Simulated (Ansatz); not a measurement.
InBi₂S₄Cl (C2/m, No. 12; cell taken from a computed entry), treated with r²SCAN+SOC (plane waves, PAW; Ansatz, a program for electronic structure).

Numerical settings: plane-wave cutoff 560 eV, 10×10×6 k mesh (along the axes of the cell as run), Fermi–Dirac smearing 0.01 eV, PAW data made under PBE.

Cell (relaxed with PBEsol):

```cif
data_Bi4Cl2In2S8
_chemical_formula_sum 'In2 Bi4 S8 Cl2'
_space_group_name_H-M_alt 'C2/m'
_space_group_IT_number 12
_space_group_name_Hall '-C 2y'
_cell_length_a 12.31133
_cell_length_b 3.89569
_cell_length_c 8.30993
_cell_angle_alpha 90.000
_cell_angle_beta 114.415
_cell_angle_gamma 90.000
loop_
_atom_site_label
_atom_site_type_symbol
_atom_site_symmetry_multiplicity
_atom_site_Wyckoff_symbol
_atom_site_fract_x
_atom_site_fract_y
_atom_site_fract_z
_atom_site_occupancy
In1 In 2 a 0.00000 0.00000 0.00000 1
Bi1 Bi 4 i 0.20129 0.00000 0.71950 1
S1 S 4 i 0.16200 0.00000 0.32132 1
S2 S 4 i 0.37347 0.00000 0.05577 1
Cl1 Cl 2 d 0.00000 0.50000 0.50000 1
```
(The calculation used a cell of 8 atoms; values per cell refer to that cell.)

Question: Give the computed band gap, smallest direct gap on the k points sampled and direct gap at Γ.

Answer: 
- band gap: 1.73 eV (indirect)
- smallest direct gap on the k points sampled: 1.80 eV
- direct gap at Γ: 2.42 eV

Note: cell and atoms aren't relaxed at this level (largest force component 0.15 eV/Å, pressure 2.3 GPa).

Computing time: very roughly 80 core-minutes.
